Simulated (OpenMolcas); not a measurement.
# CH4Si (SMILES C=[SiH2]): a chain of runs

Wanted: a single-point energy (UHF/STO-3G), then a single-point energy (CASSCF(4,4)/STO-3G), then the energy (CASPT2(4,4)/STO-3G), then the energy (SC-NEVPT2(4,4)/STO-3G), then a single-point energy (MRCI(4,4)/STO-3G) of CH4Si. 

The calculation is run with OpenMolcas 26.06.

3 further runs of the same task are left out: 1 that didn't finish, 2 set aside as unsound or not needed.

### Step 1. The molecule

The species is CH4Si (6 atoms), meant as a singlet with charge 0. As SMILES, `C=[SiH2]`. The Si2–H6 distance was set to 3.646 Å, away from the relaxed value. At this shape a bond of the SMILES string is far longer than usual.

Bond lengths: C1–Si2 1.748 Å, C1–H3 1.077 Å, C1–H4 1.077 Å, Si2–H5 1.458 Å. Angles: C1–Si2–H5 124.5°, Si2–C1–H3 122.4°, Si2–C1–H4 122.5°, H3–C1–H4 115.0°.

### Step 2. A single-point energy at UHF/STO-3G (run 1)

The input, step1.input:

```
>>> EXPORT MOLCAS_PRINT=2

&GATEWAY
  BASLIB=$CurrDir
  COORD
  6
  angstrom
  C       -2.140614      -1.495836       1.120264
  Si      -0.790654      -0.496916       1.603624
  H       -2.810434      -1.945286       1.833494
  H       -2.364844      -1.706836       0.088624
  H       -0.448944      -0.182706       2.986114
  H        1.545870       1.084200      -0.705300
  BASIS=STO-3G
  GROUP=NoSym

&SEWARD

&SCF
  UHF
  SCRAMBLE=0.25
  PRORBITALS=1 1
```

The basis set STO-3G is read from a file made from the Basis Set Exchange's data (not shown).

Command:

```
$ export MOLCAS_MEM=1860
$ pymolcas step1.input > step1.log
```

What it wrote:

```text
--- Start Module: gateway ---
[...]
--- Stop Module: gateway /rc=_RC_ALL_IS_WELL_ ---
--- Start Module: seward ---
[...]
      Basis functions           18
--- Stop Module: seward /rc=_RC_ALL_IS_WELL_ ---
--- Start Module: scf ---
[...]
       Convergence after  32 Iterations
[...]
::    Total SCF energy                               -325.0853740532
[...]
      Total spin, S                                     0.8856659005
[...]
      Total electronic charge=   24.000000
      Total            charge=   -0.000000
[...]
      Dipole Moment (debye):
      Origin of the operator (angstrom)=   -1.1797   -0.7868    1.4212
                   X=  7.2499E-01               Y=  5.0550E-01               Z= -3.7929E-01           Total=  9.6177E-01
      Quadrupole Moment (debye*angstrom):
[...]
--- Stop Module: scf /rc=_RC_ALL_IS_WELL_ ---
[...]
```

Run time: 1.9 s. Hardware: 1 thread of Arm Neoverse V2, shared host; peak memory 0.37 GiB.

### Step 3. A single-point energy at CASSCF(4,4)/STO-3G (run 2)

The input, step2.inp:

```
* CH4Si CASSCF
&GATEWAY
BasLib = $CurrDir
Coord
6
angstrom
C       -2.140614      -1.495836       1.120264
Si      -0.790654      -0.496916       1.603624
H       -2.810434      -1.945286       1.833494
H       -2.364844      -1.706836       0.088624
H       -0.448944      -0.182706       2.986114
H        1.545870       1.084200      -0.705300
Basis = STO-3G
Group = NoSym
&SEWARD
&RASSCF
FileOrb = $CurrDir/step1.UnaOrb
Spin = 1
Nactel = 4 0 0
Inactive = 10
Ras2 = 4
OrbListing = Nothing
OrbAppear = Compact
```

The basis set STO-3G is read from a file made from the Basis Set Exchange's data (not shown).

Command:

```
$ export MOLCAS_MEM=1860
$ pymolcas step2.inp > step2.log
```

What it wrote:

```text
--- Start Module: gateway ---
[...]
--- Stop Module: gateway /rc=_RC_ALL_IS_WELL_ ---
--- Start Module: seward ---
[...]
      Basis functions           18
--- Stop Module: seward /rc=_RC_ALL_IS_WELL_ ---
--- Start Module: rasscf ---
[...]
      Number of active orbitals                  4
[...]
      Spin quantum number                      0.0
[...]
      Active orbitals                            4
[...]
      Number of CSFs                            20
[...]
      Number of root(s) required                 1
[...]
      Convergence after  7 iterations
[...]
      printout of CI-coefficients larger than  0.05 for root  1
      energy=    -325.105029
      conf/sym  1111     Coeff  Weight
             1  2200  -0.68934 0.47519
             6  2020   0.62141 0.38615
            10  udud   0.17741 0.03147
            14  0202   0.23146 0.05358
            15  uudd  -0.09932 0.00987
            20  0022  -0.20916 0.04375
      Natural orbitals and occupation numbers for root  1
      sym 1:   1.764016   1.098866   0.901135   0.235983
      ************************************************************************************************************************
      *                                                    Final results                                                     *
[...]
::    RASSCF root number  1 Total energy:   -325.10502914
[...]
      Total electronic charge=   24.000000
      Total            charge=   -0.000000
[...]
      Dipole Moment (debye):
      Origin of the operator (angstrom)=   -1.1797   -0.7868    1.4212
                   X=  7.8899E-01               Y=  5.5575E-01               Z= -2.9819E-01           Total=  1.0101E+00
      Quadrupole Moment (debye*angstrom):
[...]
--- Stop Module: rasscf /rc=_RC_ALL_IS_WELL_ ---
[...]
```

It took 1.5 s on 1 thread of Arm Neoverse V2, shared host; peak memory 0.37 GiB.

### Step 4. A single-point energy at CASPT2(4,4)/STO-3G (run 3)

The input, step3.input:

```
* CH4Si CASPT2
>>> EXPORT MOLCAS_PRINT=2
&GATEWAY
BasLib = $CurrDir
Coord
6
angstrom
C       -2.140614      -1.495836       1.120264
Si      -0.790654      -0.496916       1.603624
H       -2.810434      -1.945286       1.833494
H       -2.364844      -1.706836       0.088624
H       -0.448944      -0.182706       2.986114
H        1.545870       1.084200      -0.705300
Basis = STO-3G
Group = NoSym
&SEWARD
&RASSCF
FileOrb = $CurrDir/step2.RasOrb
Spin = 1
Nactel = 4 0 0
Inactive = 10
Ras2 = 4
OrbListing = Nothing
OrbAppear = Compact
&CASPT2
Imaginary = 0.1
Frozen = 6
```

The basis set STO-3G is read from a file made from the Basis Set Exchange's data (not shown).

Command:

```
$ export MOLCAS_MEM=1860
$ pymolcas step3.input > step3.log
```

What it wrote:

```text
--- Start Module: gateway ---
[...]
--- Stop Module: gateway /rc=_RC_ALL_IS_WELL_ ---
[...]
      Basis functions           18
[...]
--- Start Module: rasscf ---
[...]
      Number of active orbitals                  4
[...]
      Spin quantum number                      0.0
[...]
      Active orbitals                            4
[...]
      Number of CSFs                            20
[...]
      Number of root(s) required                 1
[...]
      Convergence after  4 iterations
[...]
      printout of CI-coefficients larger than  0.05 for root  1
      energy=    -325.105029
      conf/sym  1111     Coeff  Weight
             1  2200  -0.68933 0.47518
             6  2020   0.62141 0.38615
            10  udud   0.17741 0.03147
            14  0202   0.23146 0.05358
            15  uudd  -0.09933 0.00987
            20  0022  -0.20916 0.04375
      Natural orbitals and occupation numbers for root  1
      sym 1:   1.764012   1.098856   0.901145   0.235987
      ************************************************************************************************************************
      *                                                    Final results                                                     *
[...]
::    RASSCF root number  1 Total energy:   -325.10502914
[...]
      Total electronic charge=   24.000000
      Total            charge=   -0.000000
[...]
      Dipole Moment (debye):
      Origin of the operator (angstrom)=   -1.1797   -0.7868    1.4212
                   X=  7.8905E-01               Y=  5.5580E-01               Z= -2.9816E-01           Total=  1.0102E+00
      Quadrupole Moment (debye*angstrom):
[...]
--- Stop Module: rasscf /rc=_RC_ALL_IS_WELL_ ---
--- Start Module: caspt2 ---
[...]
 ###    WARNING: User changed nr of frozen orbitals.                         ###
 ###############################################################################
[...]
      E2 (Variational):          -0.0705839138
      Total energy:            -325.1756130500
[...]
      Reference weight:           0.96576
[...]
::    CASPT2 Root  1     Total energy:   -325.17561305
[...]
--- Stop Module: caspt2 /rc=_RC_ALL_IS_WELL_ ---
[...]
```

Wall time 1.5 s (1 thread of Arm Neoverse V2, shared host); peak memory 0.37 GiB.

### Step 5. The energy at SC-NEVPT2(4,4)/STO-3G (run 4)

The input, step4.input:

```
&GATEWAY
 BasLib=$CurrDir
 Coord
 6
 angstrom
 C       -2.140614      -1.495836       1.120264
 Si      -0.790654      -0.496916       1.603624
 H       -2.810434      -1.945286       1.833494
 H       -2.364844      -1.706836       0.088624
 H       -0.448944      -0.182706       2.986114
 H        1.545870       1.084200      -0.705300
 Basis=STO-3G
 Group=NoSym

&SEWARD

&RASSCF
 FileOrb=$CurrDir/step2.RasOrb
 Spin=1
 Nactel=4 0 0
 Inactive=10
 Ras2=4
 OrbListing=Nothing
 OrbAppear=Compact

&CASPT2
 SC-NEVPT2
 Frozen=6
```

The basis set STO-3G is read from a file made from the Basis Set Exchange's data (not shown).

Command:

```
$ export MOLCAS_MEM=1860
$ pymolcas step4.input > step4.log
```

What it wrote:

```text
--- Start Module: gateway ---
[...]
--- Stop Module: gateway /rc=_RC_ALL_IS_WELL_ ---
[...]
      Basis functions           18
[...]
--- Start Module: rasscf ---
[...]
      Number of active orbitals                  4
[...]
      Spin quantum number                      0.0
[...]
      Active orbitals                            4
[...]
      Number of CSFs                            20
[...]
      Number of root(s) required                 1
[...]
      Convergence after  4 iterations
[...]
      printout of CI-coefficients larger than  0.05 for root  1
      energy=    -325.105029
      conf/sym  1111     Coeff  Weight
             1  2200  -0.68933 0.47518
             6  2020   0.62141 0.38615
            10  udud   0.17741 0.03147
            14  0202   0.23146 0.05358
            15  uudd  -0.09933 0.00987
            20  0022  -0.20916 0.04375
      Natural orbitals and occupation numbers for root  1
      sym 1:   1.764012   1.098856   0.901145   0.235987
      ************************************************************************************************************************
      *                                                    Final results                                                     *
[...]
::    RASSCF root number  1 Total energy:   -325.10502914
[...]
      Total electronic charge=   24.000000
      Total            charge=   -0.000000
[...]
      Dipole Moment (debye):
      Origin of the operator (angstrom)=   -1.1797   -0.7868    1.4212
                   X=  7.8905E-01               Y=  5.5580E-01               Z= -2.9816E-01           Total=  1.0102E+00
      Quadrupole Moment (debye*angstrom):
[...]
--- Stop Module: rasscf /rc=_RC_ALL_IS_WELL_ ---
--- Start Module: caspt2 ---
[...]
 ###    WARNING: User changed nr of frozen orbitals.                         ###
 ###############################################################################
[...]
      E2 (Variational):          -0.0704000642
[...]
      E2 (Variational):          -0.0701915914
      Total energy:            -325.1752207276
[...]
      Reference weight:           0.96618
[...]
::    SC-NEVPT2 Root  1     Total energy:   -325.17522073
[...]
--- Stop Module: caspt2 /rc=_RC_ALL_IS_WELL_ ---
[...]
```

It took 1.5 s on 1 thread of Arm Neoverse V2, shared host; peak memory 0.37 GiB.

### Step 6. A single-point energy at MRCI(4,4)/STO-3G (run 5)

The input, step5.input:

```
>>> EXPORT MOLCAS_PRINT=2

&GATEWAY
  BASLIB=$CurrDir
  COORD
  6
  angstrom
  C       -2.140614      -1.495836       1.120264
  Si      -0.790654      -0.496916       1.603624
  H       -2.810434      -1.945286       1.833494
  H       -2.364844      -1.706836       0.088624
  H       -0.448944      -0.182706       2.986114
  H        1.545870       1.084200      -0.705300
  BASIS=STO-3G
  GROUP=NoSym

&SEWARD

&RASSCF
  FILEORB=$CurrDir/step2.RasOrb
  SPIN=1
  NACTEL=4 0 0
  INACTIVE=10
  RAS2=4
  ORBLISTING=Nothing
  ORBAPPEAR=Compact

&MOTRA
  LUMORB
  FROZEN=6

&GUGA
  ELECTRONS=12
  SPIN=1
  INACTIVE=4
  ACTIVE=4
  CIALL=1

&MRCI
  SDCI
```

The basis set STO-3G is read from a file made from the Basis Set Exchange's data (not shown).

Command:

```
$ export MOLCAS_MEM=1860
$ pymolcas step5.input > step5.log
```

What it wrote:

```text
--- Start Module: gateway ---
[...]
--- Stop Module: gateway /rc=_RC_ALL_IS_WELL_ ---
[...]
      Basis functions           18
[...]
      Number of active orbitals                  4
[...]
      Spin quantum number                      0.0
[...]
      Active orbitals                            4
[...]
      Number of CSFs                            20
[...]
      Number of root(s) required                 1
[...]
      Convergence after  4 iterations
[...]
      printout of CI-coefficients larger than  0.05 for root  1
      energy=    -325.105029
      conf/sym  1111     Coeff  Weight
             1  2200  -0.68933 0.47518
             6  2020   0.62141 0.38615
            10  udud   0.17741 0.03147
            14  0202   0.23146 0.05358
            15  uudd  -0.09933 0.00987
            20  0022  -0.20916 0.04375
      Natural orbitals and occupation numbers for root  1
      sym 1:   1.764012   1.098856   0.901145   0.235987
      ************************************************************************************************************************
      *                                                    Final results                                                     *
[...]
::    RASSCF root number  1 Total energy:   -325.10502914
[...]
      Dipole Moment (debye):
      Origin of the operator (angstrom)=   -1.1797   -0.7868    1.4212
                   X=  7.8905E-01               Y=  5.5580E-01               Z= -2.9816E-01           Total=  1.0102E+00
      Quadrupole Moment (debye*angstrom):
[...]
      *** WARNING: Default frozen orbitals is overwritten by user input.
      *** Default values:   3
[...]
--- Start Module: guga ---
[...]
--- Stop Module: guga /rc=_RC_ALL_IS_WELL_ ---
--- Start Module: mrci ---
[...]
       (But an ACPF correction will be computed)
       USE THE DEFAULT ACPF G-VALUE GFAC=  0.16666666666666666
[...]
                      CI ENERGY:  -325.19775207
[...]
                ACPF CORRECTION:    -0.00498823
[...]
      Total electronic charge=   24.000000
      Total            charge=    0.000000
[...]
     ACPF CORRECTION:     -0.00498823
[...]
  CI State   1     Total energy:   -325.19775207     QDav:     -0.00605099     QACPF:     -0.00498823
[...]
--- Stop Module: mrci /rc=_RC_ALL_IS_WELL_ ---
[...]
```

It took 1.9 s on 1 thread of Arm Neoverse V2, shared host; peak memory 0.37 GiB.

### Step 7. Results

| quantity | value |
| --- | --- |
| run 1, UHF/STO-3G: total energy | -325.08537 Eh |
| run 1, UHF/STO-3G: dipole moment | 0.96 D |
| run 1, UHF/STO-3G: HOMO energy | -5.52 eV |
| run 1, UHF/STO-3G: LUMO energy | 6.26 eV |
| run 1, UHF/STO-3G: HOMO–LUMO gap | 11.77 eV |
| run 1, UHF/STO-3G: ⟨S²⟩ | 1.670 |
| run 2, CASSCF(4,4)/STO-3G: total energy | -325.10503 Eh |
| run 2, CASSCF(4,4)/STO-3G: dipole moment (CASSCF density) | 1.01 D |
| run 3, CASPT2(4,4)/STO-3G: total energy | -325.17561 Eh |
| run 3, CASPT2(4,4)/STO-3G: dipole moment (CASSCF density) | 1.01 D |
| run 4, SC-NEVPT2(4,4)/STO-3G: total energy | -325.17522 Eh |
| run 4, SC-NEVPT2(4,4)/STO-3G: dipole moment (CASSCF density) | 1.01 D |
| run 5, MRCI(4,4)/STO-3G: total energy | -325.19775 Eh |
| run 5, MRCI(4,4)/STO-3G: dipole moment (CASSCF density) | 1.01 D |

What this shows: ⟨S²⟩ (run 1, UHF/STO-3G) is 1.67 where a pure singlet has 0.00: the reference is spin-contaminated. Mulliken charges (run 1, UHF/STO-3G) run from -0.34 on C1 to +0.42 on Si2. Mulliken charges (run 2, CASSCF(4,4)/STO-3G) run from -0.35 on C1 to +0.42 on Si2.
